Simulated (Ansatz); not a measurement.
## Worked example: correlation energy of H₃Si–SiH⁺, doublet

Geometry: that of the H3Si–SiH, singlet, kept fixed.

```xyz
6

Si    0.0000    0.0325    1.1295
Si    0.0000   -0.0813   -1.2584
H     0.0000    1.3666    1.7907
H     1.1977   -0.7210    1.6091
H    -1.1977   -0.7210    1.6091
H     0.0000    1.4351   -1.4171
```

Basis cc-pVDZ; Ansatz 0.2.0. Correlated methods freeze the noble-gas cores, which leaves 11 electrons in 46 orbitals. R marks a restricted (for open shells ROHF) determinant, U an unrestricted one.

Full CI isn't at hand for all of this; UCCSDT(Q) serves as the reference, and is uncertain by about the last step of the cluster series.

Runs differ by some tens of microhartree through their thresholds and, for an open shell, their frozen cores, so steps under 0.03 kcal/mol mean nothing.

| level | total energy (hartree) |
| --- | --- |
| UHF | -579.826670 |
| UMP2 | -579.987165 |
| UCCSD | -580.032866 |
| UCCSD(T) | -580.038159 |
| UCCSDT | -580.039533 |
| UCCSDT(Q) | -580.039759 |

What is the correlation energy at UCCSDT(Q), and what share of it do UMP2 and UCCSDT recover?

E(corr) = -580.039759 − (-579.826670) = -0.213089 hartree = -5.798 eV. UMP2: -0.160495 / -0.213089 = 75.32 %. UCCSDT: -0.212863 / -0.213089 = 99.89 %.

By how many kcal/mol does UCCSD(T) miss UCCSDT(Q) (1 hartree = 627.509 kcal/mol), and which steps make up the rest?

-580.038159 − (-580.039759) = 0.001600 hartree = 1.00 kcal/mol. Steps: UCCSDT − UCCSD(T) = -0.86, UCCSDT(Q) − UCCSDT = -0.14 kcal/mol. Differences between like states or geometries often cancel part of this.
